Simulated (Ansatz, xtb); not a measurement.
**Ranking isomers of BClHSi**

4 gas-phase structures of BClHSi, found in a search over its isomers (lower ones may exist). Each was relaxed with GFN2-xTB; where two conformers were screened, the lower at r2SCAN-D4/def2-SVP is listed:

A. `[B]=[SiH]Cl`, a doublet
B. `[H]/B=[Si]/Cl`, a doublet
C. a doublet given by its coordinates
D. `[H]/[Si]=B/Cl`, a doublet

C (Å):

```
atom    x (Å)    y (Å)    z (Å)
   B   0.3296  -0.0363  -0.4275
  Cl  -0.1267  -1.0069  -1.8479
  Si  -0.6004   1.6270  -0.1979
   H   1.1703  -0.5046   0.2538
```

Close contacts (Å): B1–Cl2 1.78, B1–Si3 1.92, B1–H4 1.18.

Q: Make a reasoned guess at their ranking by r2SCAN-D4/def2-SVP single-point energy.

A: Calculated order at r2SCAN-D4/def2-SVP: C (0.0), D (12.8), B (24.1), A (55.6) kcal/mol.

Energies above the lowest of each column, in kcal/mol:

```json
{"structure": "C", "GFN2-xTB": "0.0", "HF/STO-3G": "0.0", "r2SCAN-D4/def2-SVP": "0.0"}
{"structure": "D", "GFN2-xTB": "16.8", "HF/STO-3G": "42.5", "r2SCAN-D4/def2-SVP": "12.8"}
{"structure": "B", "GFN2-xTB": "6.6", "HF/STO-3G": "49.5", "r2SCAN-D4/def2-SVP": "24.1"}
{"structure": "A", "GFN2-xTB": "38.2", "HF/STO-3G": "75.7", "r2SCAN-D4/def2-SVP": "55.6"}
```

Every level run on C puts it lowest or level with the lowest. Some further structures that were screened fall inside this span and aren't listed. No reliable frequencies are at hand for these structures. Open shells are spin-unrestricted, some with notable spin contamination.

Over these structures GFN2-xTB departs from r2SCAN-D4/def2-SVP by 9.7 kcal/mol on average once a common shift is removed. A GFN2-xTB relaxation took about 0.079 s and the r2SCAN-D4/def2-SVP energy about 2 s on a shared host (Ansatz 0.2.0, xtb 6.7.1).
